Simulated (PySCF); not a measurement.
# Electron affinity of C by level of theory

C⁻ [He] 2s2 2p3 (4S) → C [He] 2s2 2p2 (3P), as a difference of total energies. Calculation: PySCF 2.14, in dyall-acv3z (15s9p4d2f, 76 functions); the spin-free X2C one-electron Hamiltonian (Gaussian nucleus). Correlated levels: valence and next inner shell: nothing frozen; virtual orbitals above 40 to 60 times the deepest correlated orbital energy dropped. The calculations carry no spin-orbit coupling.

Task: Order these methods by the electron affinity they give, lowest first.
A. UHF
B. CCSD(T) (valence and next inner shell)
C. MP2 (valence and next inner shell)
D. SCS-MP2 (valence and next inner shell)

Result: A (0.449 eV), D (0.969 eV), B (1.223 eV), C (1.264 eV).

Errors of the correlated levels include the incompleteness of this basis.

For comparison: 1.262 eV (measured; photodetachment measurements, as compiled on the Wikipedia data page of electron affinities).
